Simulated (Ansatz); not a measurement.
Silicon tetrachloride, Cl₄Si at its PBE0-D4/def2-TZVP geometry, where that method's forces vanish. Charge 0, multiplicity 1.

```xyz
5

Cl   -0.0173   -1.9351   -0.5844
Si    0.0000    0.0000    0.0000
Cl   -0.2741    0.1023    2.0002
Cl    1.7783    0.8329   -0.4799
Cl   -1.4869    0.9999   -0.9359
```

What forces (eV/Å) does ωB97M-V/def2-TZVPP give on these atoms in Ansatz 0.2.0? (An estimate is asked.)

Ansatz gave: 
```
Cl1  0.000 -0.033 -0.010
Si2  0.000  0.000  0.000
Cl3 -0.005  0.002  0.034
Cl4  0.030  0.014 -0.008
Cl5 -0.025  0.017 -0.016
```
